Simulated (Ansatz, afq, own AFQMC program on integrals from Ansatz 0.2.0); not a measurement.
Integrals from Ansatz 0.2.0, then the random walk in our own AFQMC program (afq).

```yaml
crystal:
  periodic: [false, false, false]
  atoms:
    - {symbol: Ge, position_ang: [0.000000, 0.000000, 0.000000]}
    - {symbol: B, position_ang: [0.000000, 0.000000, 1.977400]}
basis:
  gaussian: {orbitals: cc-pVDZ}
magnetization: {spin_polarized: true, initial_magnetization: 3}
correlation: {method: ccsd_t, electrons: outside_noble_gas, hamiltonian_folder: ham}
```

```sh
$ ansatz run in.yaml --threads 1 --pin off --events-out ev --progress --plain --max-ram 16896MiB --backend cuda --devices 0, --max-vram 18GiB
```

afq runs on the folder ham with

```
--method phaseless --trial cisd --walkers 4000 --populations 20 --least-time 60 --time-step 0.005 --steps-per-block 50 --equilibration-blocks 28 --max-blocks 4000 --target-error 0.00016 --factor-cut 1e-05 --start spin_pure --seed 1862 --release-times 0.24,0.51,0.99,1.62,2.4 --release-step 0.03 --release-every 3 --taylor-order 6
```

Times are imaginary, in 1/Eh. The walk had a cap of 122 s. With eight or more populations the least sampling time is a fifth of least-time, and the error comes from their spread. Filled inner d shells are frozen with the cores.

Output of the walk:

```
orbitals 26  electrons 5 2  factors 190 of 462
reference energy -2099.89327050 Eh
CCSD correlation -0.13442718 Eh in 11 cycles, weight of the determinant in the CISD state 0.8660
energy of the start -2100.027616 Eh
 block  time / (1/Eh)  mean weight  energy / Eh
     1     0.250  1.0000  -2100.026849
     2     0.500  1.0001  -2100.027380
     3     0.750  1.0000  -2100.028439
     4     1.000  1.0000  -2100.029763
     5     1.250  1.0001  -2100.030586
    12     3.000  0.9999  -2100.034993
    19     4.750  1.0000  -2100.035129
    26     6.500  1.0002  -2100.035097
    33     8.250  0.9999  -2100.035843
    40    10.000  1.0001  -2100.035499
    47    11.750  0.9999  -2100.035714
    53    13.250  1.0002  -2100.034690
    54    13.500  0.9999  -2100.035143
    60    15.000  1.0001  -2100.036342
    61    15.250  0.9999  -2100.035782
    68    17.000  1.0001  -2100.035075
    75    18.750  0.9999  -2100.035844
    78    19.500  0.9998  -2100.035434
error from the spread of 20 populations
released: time / (1/Eh)  energy / Eh  error  mean overlap
  0.24  -2100.035670  0.000110  1.0004
  0.51  -2100.035912  0.000105  0.9988
  0.99  -2100.036241  0.000188  0.9990
  1.62  -2100.036312  0.000084  0.9987
  2.40  -2100.036453  0.000143  1.0022
energy -2100.035462 +/- 0.000115 Eh
(rows thinned)
```

The run passed its tests (sampling time, drift between the halves within three errors, error under three times the target), which doesn't prove that it has relaxed.

Against this walk (error 3.1 meV) on the same determinant: CCSD(T) 24.2 meV higher, CCSDT(Q) 39.1 meV lower, CCSDTQ 39.8 meV lower, full CI 40.6 meV lower. The error is statistical and leaves out the bias of the constraint. The released energies are still falling (meV from the phaseless value at times in 1/Eh: -6 ± 3 at 0.24, -12 ± 3 at 0.51, -21 ± 5 at 0.99, -23.1 ± 2.3 at 1.62, -27 ± 4 at 2.40), so they give no level; they do show a bias of the constraint, and the last of them that isn't too noisy lies 14 meV above full CI. Full CI is exact here, so the walk's 41 meV above it is the walk's own error: the bias of the constraint with this trial.

Cautions: constraint bias not in the error; no relativity below Rb; no spin-orbit coupling; inner d shell frozen; raised T1 diagnostic (T1 0.040, weight of the determinant 0.87, largest double 0.09).

The walk took 20 s on 1 × NVIDIA H100 80GB HBM3 with 2 threads of AMD EPYC 7R13 Processor (Zen 3), with other jobs on the host (the card was shared). The log's last line is the phaseless energy.

CCSDT and higher add their correlation energy to the determinant of the CCSD(T) run, since their own runs factorise the integrals more tightly (a shift of under 2 meV). A walk keeps the symmetry of its determinant, which the program's search chose and which needn't be the lowest solution, so a lower state of the same spin and another symmetry isn't excluded.
